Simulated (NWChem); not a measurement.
Molecule: Li$_{2}$; SMILES [Li][Li]

```xyz
2

Li     0.0000     0.0000    -1.3936
Li     0.0000     0.0000     1.3936
```
Atoms are numbered in this order, from 1.

Computed with NWChem. Medium grid unless said otherwise, to which SCAN and Minnesota functionals are sensitive. Coordinates come from a PBE0/def2-SVP optimisation.

For level M06-2X/def2-TZVPD:

| Property | Result |
|---|---|
| highest occupied level (eV) | -4.27 |
| orbital gap (eV) | 3.35 |

Problem. Estimate the same quantities for level PBE0/def2-TZVPD.

Solution. The highest occupied level (eV) is -3.78 and the orbital gap (eV) is 2.43.
